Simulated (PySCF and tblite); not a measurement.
The numbers below are computed, except where a source is named.
C4H10O, numbered as in [CH3:1][O:2][CH:3]([CH3:4])[CH3:5].

Free energies: PBE0-D3(BJ)/def2-TZVP (IEF-PCM, chloroform) on GFN2-xTB structures plus GFN2-xTB thermal terms, symmetry and mirror images included. Conformers within 2.5 kcal/mol (GFN2-xTB free energy) were kept, 6 at most. Run with PySCF (density fitting) and tblite.

Rotational constants are equilibrium values for the commonest isotopes; dipoles come from the energy level named and are polarised by its solvent model.

Torsions listed: C1–O2–C3–C4. Of a mirror pair one member is shown.

| conformer | shape | symmetry |
| --- | --- | --- |
| 1 | 166° | C1 (pair) |
| 2 | -64° | Cs |

Task: Give the rotational constants and dipole components.

Result: 
```json
{"conformer": "1", "A (MHz)": "7668", "B (MHz)": "3794", "C (MHz)": "2821", "abs μa (D)": "0.00", "abs μb (D)": "1.06", "abs μc (D)": "1.05", "κ": "-0.60", "Ic−Ia−Ib (u Å²)": "-19.9"}
{"conformer": "2", "A (MHz)": "6493", "B (MHz)": "4165", "C (MHz)": "3263", "abs μa (D)": "0.79", "abs μb (D)": "0.00", "abs μc (D)": "1.34", "κ": "-0.44", "Ic−Ia−Ib (u Å²)": "-44.3"}
```
